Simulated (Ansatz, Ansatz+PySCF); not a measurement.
```xyz
2

Cr    0.0000    0.0000   -0.0612
H     0.0000    0.0000    1.4678
```

Basis set: cc-pVTZ (spherical functions). Frozen core: 5 orbitals. Charge 0, multiplicity 6.

Computed with Ansatz (development build ahead of 0.2.0); each method stands on the lowest determinant of its kind that the runs found.

The atomization energy at this shape (free ground-state atoms in the same class of orbitals less the molecule, no zero-point energy) of sextet CrH:

```tsv
method	atomization energy
UHF	0.85 eV
```

Q: What does UHF-MP2 give?

A: 1.38 eV.
